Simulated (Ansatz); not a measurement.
# SiBNH₄ (SMILES B1N[SiH2]1): functionals against CCSD(T) at one geometry

Aim: energy, forces and dipole at a structure displaced at random from a GFN2-xTB minimum, from CCSD(T) and from density functionals.

The runs use Ansatz 0.2.0, Gaussian basis; single points in def2-TZVPP.

Cores are frozen in the correlated methods.

### 1 Where the work starts

SMILES `B1N[SiH2]1`, 7 atoms, charge 0, spin multiplicity 1.

Atoms are counted from 1 here; the program's logs count them from 0.

Bond lengths: B1–N2 1.338 Å, B1–Si3 1.890 Å, B1–H4 1.189 Å, N2–Si3 1.793 Å, N2–H5 1.052 Å, Si3–H6 1.548 Å, Si3–H7 1.453 Å. Angles: N2–B1–Si3 64.9°, N2–B1–H4 135.6°, Si3–B1–H4 159.5°, B1–N2–Si3 72.7°, B1–N2–H5 138.3°, Si3–N2–H5 149.0°, B1–Si3–N2 42.5°, B1–Si3–H6 119.3°, B1–Si3–H7 125.9°, N2–Si3–H6 104.8°, N2–Si3–H7 108.8°, H6–Si3–H7 111.6°.

As a file:

```mol
BH4NSi
  3D, bonds by distance, orders not assigned

  7  7  0  0  0  0  0  0  0  0999 V2000
   -0.9566   -0.4754   -0.2524 B   0  0
    0.0302    0.2268   -0.8207 N   0  0
    0.4701   -0.0173    0.9000 Si  0  0
   -1.9751   -0.9637   -0.6249 H   0  0
    0.2648    0.6323   -1.7630 H   0  0
    0.5331    1.4088    1.4984 H   0  0
    1.7615   -0.6802    0.9629 H   0  0
  1  2  8  0
  1  3  8  0
  1  4  8  0
  2  3  8  0
  2  5  8  0
  3  6  8  0
  3  7  8  0
M  END
```

### 2 CCSD(T)/def2-TZVPP

Contents of run/in.yaml:

```yaml
crystal:
  periodic: [false, false, false]
  atoms:
    - {symbol: B, position_ang: [-0.956600, -0.475400, -0.252400]}
    - {symbol: N, position_ang: [0.030200, 0.226800, -0.820700]}
    - {symbol: Si, position_ang: [0.470100, -0.017300, 0.900000]}
    - {symbol: H, position_ang: [-1.975100, -0.963700, -0.624900]}
    - {symbol: H, position_ang: [0.264800, 0.632300, -1.763000]}
    - {symbol: H, position_ang: [0.533100, 1.408800, 1.498400]}
    - {symbol: H, position_ang: [1.761500, -0.680200, 0.962900]}
basis:
  gaussian: {orbitals: def2-TZVPP}
correlation: {method: ccsd_t}
output: {forces: true}
```

No record of the launch command was kept for these runs.

### 3 PBE0-D4/def2-TZVPP

run/in.yaml, as its differences from that of step 2:

```diff
@@ -12,3 +12,3 @@
   gaussian: {orbitals: def2-TZVPP}
-correlation: {method: ccsd_t}
-output: {forces: true}
+hamiltonian: {xc: pbe0, dispersion: d4}
+output: {forces: true, orbitals: {seedname: orbitals}}
```

### 4 wB97M-V/def2-TZVPP

run/in.yaml, as its differences from that of step 3:

```diff
@@ -12,3 +12,3 @@
   gaussian: {orbitals: def2-TZVPP}
-hamiltonian: {xc: pbe0, dispersion: d4}
-output: {forces: true, orbitals: {seedname: orbitals}}
+hamiltonian: {xc: {name: wB97M-V}}
+output: {forces: true}
```

### 5 r2SCAN-D4/def2-TZVPP

run/in.yaml, as its differences from that of step 4:

```diff
@@ -12,3 +12,3 @@
   gaussian: {orbitals: def2-TZVPP}
-hamiltonian: {xc: {name: wB97M-V}}
+hamiltonian: {xc: r2scan, dispersion: d4}
 output: {forces: true}
```

### 6 PBE-D4/def2-TZVPP

run/in.yaml, as its differences from that of step 5:

```diff
@@ -12,3 +12,3 @@
   gaussian: {orbitals: def2-TZVPP}
-hamiltonian: {xc: r2scan, dispersion: d4}
+hamiltonian: {xc: pbe, dispersion: d4}
 output: {forces: true}
```

### 7 r2SCAN0-D4/def2-TZVPP

run/in.yaml, as its differences from that of step 6:

```diff
@@ -12,3 +12,3 @@
   gaussian: {orbitals: def2-TZVPP}
-hamiltonian: {xc: pbe, dispersion: d4}
+hamiltonian: {xc: {name: r2SCAN0}, dispersion: d4}
 output: {forces: true}
```

### 8 r2SCANh-D4/def2-TZVPP

run/in.yaml, as its differences from that of step 7:

```diff
@@ -12,3 +12,3 @@
   gaussian: {orbitals: def2-TZVPP}
-hamiltonian: {xc: {name: r2SCAN0}, dispersion: d4}
+hamiltonian: {xc: {name: r2SCANh}, dispersion: d4}
 output: {forces: true}
```

(Steps that only read results are left out.)

Before running it: what results should come out? Wanted: energy less free atoms, CCSD(T)/def2-TZVPP; RMS force component; RMS force error; HOMO and LUMO, PBE0-D4; T1 diagnostic.

As calculated:

| quantity | value |
| --- | --- |
| energy less free atoms, CCSD(T)/def2-TZVPP | -536.7 kcal/mol |
| RMS force component | 0.932 to 1.096 eV/Å over the methods |
| RMS force error | PBE0-D4 0.220, wB97M-V 0.174, r2SCAN-D4 0.190, PBE-D4 0.204, r2SCAN0-D4 0.258, r2SCANh-D4 0.212 eV/Å |
| HOMO and LUMO, PBE0-D4 | -7.30 and -0.57 eV |
| T1 diagnostic | 0.014 |

What this shows: Against CCSD(T) the functionals' energies less atoms differ by -29.9 to -12.6 kcal/mol, PBE-D4 by -29.9 kcal/mol. A larger basis would deepen the CCSD(T) value, while the functionals are nearly converged already, so the order here is not reliable. For forces wB97M-V does best and r2SCAN0-D4 worst. Frozen-core CCSD(T) forces in triple zeta carry basis errors of their own, and this is one geometry, so small gaps rank nothing.
